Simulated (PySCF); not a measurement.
SMILES c1c(=O)c1C=S, C4H2OS

Cartesian coordinates in Å; atom numbers follow the order of the lines, from 1:
```xyz
8

O    -1.536    1.899   -0.382
C    -1.154    0.801   -0.163
C    -1.210   -0.549    0.183
C     0.038   -0.100   -0.102
C     1.426   -0.208   -0.135
S     2.292   -0.361    1.245
H    -1.775   -1.422    0.415
H     1.930   -0.051   -1.085
```

Computed, not measured: TDDFT LC-wPBE/def2-SVPD excited states, vertical, gas phase (PySCF). Geometry: GFN2-xTB.

(1) Give the one- and two-photon strengths of the lowest singlets.

Results:

(1) δ for parallel linear polarisation; σ at the peak of a Lorentzian of half width 0.1 eV, single beam; Ω is circular over linear.
```tsv
state	E (eV)	f	photon λ (nm)	δ (au)	σ (GM)	Ω	main
S1	2.20	0.000	1129	4.59	0.01	0.71	HOMO→LUMO 0.52, HOMO−1→LUMO 0.44
S2	3.87	0.093	641	374	2.05	0.65	HOMO−1→LUMO 0.37, HOMO→LUMO 0.34
S3	5.06	0.101	490	470	4.42	0.62	HOMO→LUMO+1 0.48, HOMO−1→LUMO+1 0.23
S4	5.45	0.145	455	48.2	0.52	0.55	HOMO−2→LUMO 0.85
S5	5.72	0.010	433	1.78	0.02	1.41	HOMO→LUMO+6 0.24, HOMO−1→LUMO+1 0.16
```

Among these, the strongest one-photon state is S4, the strongest two-photon state S3, with a dipole change of 2.7 D (relaxed, norm of the difference vector).
